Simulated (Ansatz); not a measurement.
Results of PBE-D4 (Ansatz, an electronic-structure program, PAW) for tetradymite Bi₂Te₃.

Settings: plane-wave cutoff 500 eV, 10×10×10 k mesh, Fermi–Dirac smearing 0.05 eV, scalar-relativistic PAW data made under PBE.

Computed at the level's own relaxed cell.

Q: What does this level give for the equilibrium volume per atom, lattice parameter a, lattice parameter c and band gap?

A: 
* **equilibrium volume per atom**: 33.64 Å³/atom
* **lattice parameter a**: 4.385 Å
* **lattice parameter c**: 30.298 Å
* **band gap**: 0.26 eV (on the SCF k mesh)

Measured, for comparison: lattice constant a 4.386 Å, lattice parameter c 30.497 Å (temperature not stated, not corrected to a static lattice; as tabulated in Luo et al. (2012), arXiv:1308.1523). Computed (rounded) less measured: lattice constant a 0.0 %, lattice parameter c -0.7 %. A static lattice is as a rule a little smaller and stiffer than an uncorrected measurement, which narrows the difference in the lattice parameter c and would widen misses of the other sign.

Spin–orbit coupling is not included; with these elements it can move the gap by several tenths of an eV or more.

It cost very roughly 5 core-minutes of CPU time.
